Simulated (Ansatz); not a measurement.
# BH2Si: the cost of one run

Computed with Ansatz 0.2.0, Gaussian basis. Level: def2-QZVPP, core rule «outside noble gas», up to 6 orbitals frozen.

To be run: UHF; ROHF; CCSD(T) on UHF.

**1. The system**

The geometry is a PBE0/def2-TZVP stationary point (not a proven minimum) of the parent state, kept for this charge and spin.

4 atoms, charge 1, spin multiplicity 3.

Atoms are counted from 1 here; the program's logs count them from 0.

Bond lengths: Si1–B2 1.915 Å, Si1–H3 1.512 Å, B2–H4 1.193 Å. Angles: B2–Si1–H3 126.7°, Si1–B2–H4 134.2°.

**2. UHF**

The input, in.yaml:

```yaml
crystal:
  periodic: [false, false, false]
  atoms:
    - {symbol: Si, position_ang: [0.000000, -0.047060, 0.551810]}
    - {symbol: B, position_ang: [0.000000, -0.060513, -1.363344]}
    - {symbol: H, position_ang: [0.000000, 1.171072, 1.447364]}
    - {symbol: H, position_ang: [0.000000, 0.789266, -2.200146]}
basis:
  gaussian: {orbitals: "def2-QZVPP.json"}
total_charge: 1
magnetization: {spin_polarized: true, initial_magnetization: 2}
hamiltonian: {xc: hf}
output: {orbitals: {seedname: orbitals}}
```

The run is started by

```bash
> ansatz run in.yaml --threads 1 --pin off --events-out ev --progress --plain --max-ram 2560MiB --backend cpu
```

Q: Estimate wall time and peak memory on 1 thread of AMD EPYC 7R13, shared host.

About 8 s, with a peak of 0.39 GiB.
